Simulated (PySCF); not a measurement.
4-methylthiazole, C₄H₅NS.
SMILES with atom numbers: `[CH3:1][c:2]1[cH:3][s:4][cH:5][n:6]1` (hydrogens: H7, H8, H9 on C1; H10 on C3; H11 on C5)

Method: PBE0-D3(BJ)/def2-TZVP geometry optimisation, gas phase (PySCF).

Problem. Give the optimised bond lengths and angles.

Solution. 
| bond | length (pm) |
| --- | --- |
| C1–C2 | 148.8 |
| C2–C3 | 136.4 |
| C3–S4 | 170.6 |
| S4–C5 | 171.4 |
| C5–N6 | 129.5 |
| C2–N6 | 137.0 |
| C1–H7, C1–H8, C1–H9 | 109.2 |
| C3–H10 | 107.9 |
| C5–H11 | 108.2 |

Bonds in one row agree within 1 pm and their mean is given. A selection of angles:
| angle | degrees |
| --- | --- |
| C2–C1–H7 | 111.3 |
| C2–C1–H8 | 110.4 |
| H7–C1–H8 | 108.5 |
| H8–C1–H9 | 107.3 |
| C1–C2–C3 | 126.1 |
| C1–C2–N6 | 119.4 |
| C3–C2–N6 | 114.5 |
| C2–C3–S4 | 110.3 |
| C2–C3–H10 | 128.2 |
| S4–C3–H10 | 121.5 |
| C3–S4–C5 | 89.2 |
| S4–C5–N6 | 115.0 |
| S4–C5–H11 | 121.1 |
| N6–C5–H11 | 123.9 |
| C2–N6–C5 | 111.1 |

The 5-membered ring C2–C3–S4–C5–N6 has internal angles of 89.2° to 115.0°; it is planar, 0.00 Å rms from its mean plane, widest ring torsion 0°. The 2 C–C bonds span 1.364 Å (C2–C3, aromatic) to 1.488 Å (C1–C2, drawn single), a spread of 0.124 Å. N6 (pyridine-type nitrogen) is bent (angle 111.1°). The 6 heavy atoms lie in one plane (0.003 Å rms). The C–N distances run from 1.295 Å (C5–N6, aromatic) to 1.370 Å (C2–N6, aromatic), a spread of 0.075 Å.

Point group: near Cs, missed by 0.18 Å at most; the miss may be what the optimiser left on a soft mode. PBE0-D3(BJ)/def2-TZVP frequencies: not computed here.

Hardware: one thread of an Arm Neoverse V2, no GPU, shared host. Cost: 76 s of wall time, 0.90 GiB resident at most. This is the geometry optimisation.
